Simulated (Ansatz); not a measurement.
The input, for Ansatz 0.2.0:

```yaml
crystal:
  periodic: [false, false, false]
  atoms:
    - {symbol: Li, position_ang: [0.000000, 0.000000, 0.000000]}
    - {symbol: Mg, position_ang: [0.000000, 0.000000, 2.940100]}
basis:
  gaussian: {orbitals: cc-pVTZ-DK}
magnetization: {spin_polarized: true, initial_magnetization: 1}
correlation: {method: ccsdt, electrons: outside_noble_gas}
```

```sh
$ ansatz run in.yaml --threads 1 --pin off --events-out ev --progress --plain --max-ram 2393MiB
```

Log:

```
696 factors; integrals over basis functions are off by at most 1.8e-7 eV
mean field evaluation 1: about -5642.0723 eV, gradient 2.1e0 eV
mean field evaluation 2: about -5642.0744 eV, gradient 2.1e0 eV
mean field evaluation 4: about -5642.2801 eV, gradient 5.5e-1 eV
mean field evaluation 8: about -5642.3127 eV, gradient 2.5e-1 eV
mean field evaluation 16: about -5642.3241 eV, gradient 2.7e-6 eV
mean field evaluation 32: about -5642.3241 eV, gradient 1.5e-3 eV
mean field evaluation 64: about -5641.4450 eV, gradient 8.5e-4 eV
mean field evaluation 96: about -5641.2834 eV, gradient 8.1e-2 eV
mean field evaluation 128: about -5640.8633 eV, gradient 9.2e-4 eV
mean field evaluation 160: about -5639.4853 eV, gradient 2.4e-2 eV
...
cycle   9  -1.13076356 eV  change    2.2e-4 eV  update   1.8e-4
cycle  10  -1.13090456 eV  change   -1.4e-4 eV  update   8.0e-5
cycle  11  -1.13088245 eV  change    2.2e-5 eV  update   3.7e-5
cycle  12  -1.13088893 eV  change   -6.5e-6 eV  update   2.0e-5
cycle  13  -1.13088455 eV  change    4.4e-6 eV  update   1.1e-5
cycle  14  -1.13088506 eV  change   -5.1e-7 eV  update   5.1e-6
cycle  15  -1.13088595 eV  change   -8.9e-7 eV  update   2.6e-6
cycle  16  -1.13088540 eV  change    5.6e-7 eV  update   1.3e-6
cycle  17  -1.13088534 eV  change    5.8e-8 eV  update   5.4e-7
cycle  18  -1.13088528 eV  change    6.4e-8 eV  update   2.4e-7
Total energy: -5643.45502829 eV, -207.3931470185 hartree
Relativity: scalar
```

Ran on 1 thread of Arm Neoverse V1, shared host: 20 s wall, 0.32 GiB peak host memory.
